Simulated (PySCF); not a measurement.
# HPO: breathing scan

Level of theory: PySCF, PBE0, basis P def2-TZVP, O def2-TZVP, H def2-TZVP (no relativity, density fitting).

Rigid scan from the singlet minimum (P–H 1.468 Å, P–O 1.478 Å; H–P–O 104.3°). Coordinate: all bonds to the central atom scaled together. Energies in kJ/mol from the minimum.

```json
{"scale of all bonds to the centre": "0.88", "E (kJ/mol)": "175.4", "dipole size (D)": "1.80"}
{"scale of all bonds to the centre": "0.92", "E (kJ/mol)": "69.1", "dipole size (D)": "1.98"}
{"scale of all bonds to the centre": "0.96", "E (kJ/mol)": "15.4", "dipole size (D)": "2.15"}
{"scale of all bonds to the centre": "1.00", "E (kJ/mol)": "0.0", "dipole size (D)": "2.32"}
{"scale of all bonds to the centre": "1.04", "E (kJ/mol)": "12.3", "dipole size (D)": "2.49"}
{"scale of all bonds to the centre": "1.08", "E (kJ/mol)": "44.3", "dipole size (D)": "2.65"}
{"scale of all bonds to the centre": "1.14", "E (kJ/mol)": "116.8", "dipole size (D)": "2.87"}
{"scale of all bonds to the centre": "1.22", "E (kJ/mol)": "238.3", "dipole size (D)": "3.13"}
{"scale of all bonds to the centre": "1.35", "E (kJ/mol)": "453.7", "dipole size (D)": "3.48"}
```

At long bonds a restricted determinant can lie too high, and another spin state can fall below this curve.

Other isomers or separated fragments may lie lower.
